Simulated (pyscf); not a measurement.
Thermochemistry of product channels of H₃Si–SiH₃ + F–F on the singlet surface, in kcal/mol, from CCSD(T)/def2-TZVPP + ΔMP2(QZVPP) energies (ideal gas, 1 atm, RRHO with modes under 100 cm⁻¹ raised to 100, one conformer, R ln 2 for chiral ones without a mode under 150 cm⁻¹). Single points on ωB97X-D3(BJ)/def2-SVP structures (PySCF, gas phase). MP2 and CC: frozen core, UHF for open shells. ΔMP2 is the change of the MP2 total energy from the triple- to the quadruple-zeta basis.

| products | ΔE | ΔH(298 K) | ΔG(600 K) | ΔG(900 K) |
|---|---|---|---|---|
| F–SiH₂–SiH₃ + HF | -158.1 | -156.2 | -157.6 | -158.4 |
| F–SiH₃ + F–SiH₃ | -189.8 | -188.2 | -188.1 | -187.4 |

These are energies of the channels, which say nothing of barriers. The CCSD(T) − MP2 part came from Ansatz, without density fitting, on the same reference.
